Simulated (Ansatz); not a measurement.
Consider the formal loss of a carbene: `Cc1nccs1` → `[CH2]` (triplet) + `c1cscn1`.

Computed with Ansatz on PBE0-D4/def2-TZVP structures; ΔE is electronic, products minus reactants. CCSD(T)/CBS is the MP2 limit (def2-TZVPP, def2-QZVPP) plus CCSD(T) − MP2 in def2-TZVPP, frozen cores. This one scheme is used for every species. Functionals use def2-TZVPP. B3LYP here is the variant with VWN-RPA as its local correlation; programs differ in this. Triplets are unrestricted, without spin–orbit coupling.

`Cc1nccs1`:

Cartesian coordinates in Å:
```
C 1.644 0.050 1.049
C 0.381 0.033 0.265
N -0.015 -0.968 -0.460
C -1.200 -0.694 -1.078
C -1.729 0.532 -0.828
S -0.698 1.385 0.232
H 2.058 -0.958 1.062
H 1.478 0.381 2.076
H 2.380 0.721 0.597
H -1.650 -1.442 -1.717
H -2.647 0.960 -1.199
```

`[CH2]` (triplet):

Z-matrix (Å, degrees):
```
C
H 1 1.079
H 1 1.079 2 134.9
```

`c1cscn1`:

```xyz
8

C     0.190   -0.963   -0.107
C     0.207   -0.051   -1.118
S    -0.177    1.490   -0.500
C    -0.332    0.804    1.065
N    -0.116   -0.472    1.128
H     0.399   -2.018   -0.223
H     0.421   -0.207   -2.164
H    -0.593    1.417    1.918
```

```json
{"level": "PBE-D4", "ΔE (kcal/mol)": "110.5", "difference from CCSD(T)/CBS": "1.7"}
{"level": "B97M-V", "ΔE (kcal/mol)": "109.2", "difference from CCSD(T)/CBS": "0.4"}
{"level": "B2PLYP", "ΔE (kcal/mol)": "106.4", "difference from CCSD(T)/CBS": "-2.4"}
{"level": "PBE-QIDH", "ΔE (kcal/mol)": "108.2", "difference from CCSD(T)/CBS": "-0.6"}
{"level": "revPBE", "ΔE (kcal/mol)": "102.5", "difference from CCSD(T)/CBS": "-6.3"}
{"level": "B3LYP", "ΔE (kcal/mol)": "104.5", "difference from CCSD(T)/CBS": "-4.3"}
{"level": "r2SCAN0", "ΔE (kcal/mol)": "102.2", "difference from CCSD(T)/CBS": "-6.6"}
{"level": "CCSD/def2-SVP", "ΔE (kcal/mol)": "103.4", "difference from CCSD(T)/CBS": "-5.4"}
{"level": "HF/def2-TZVPP", "ΔE (kcal/mol)": "73.8", "difference from CCSD(T)/CBS": "-35.0"}
{"level": "SCS-MP2/def2-TZVPP", "ΔE (kcal/mol)": "109.3", "difference from CCSD(T)/CBS": "0.5"}
{"level": "CCSD(T)/CBS", "ΔE (kcal/mol)": "108.8", "difference from CCSD(T)/CBS": "0"}
```

Largest T1 diagnostic among the species: 0.015.

At CCSD(T), def2-SVP lies −3.2 kcal/mol from the extrapolated value and def2-TZVPP −2.8 kcal/mol. In def2-TZVPP, CCSD(T) changes the Hartree–Fock value by +32.2 kcal/mol (the triples alone add +2.7 kcal/mol) and MP2 by +35.6 kcal/mol. From BLYP to BHLYP (50 % exact exchange), in def2-TZVPP and without D4, ΔE moves by −0.8 kcal/mol.
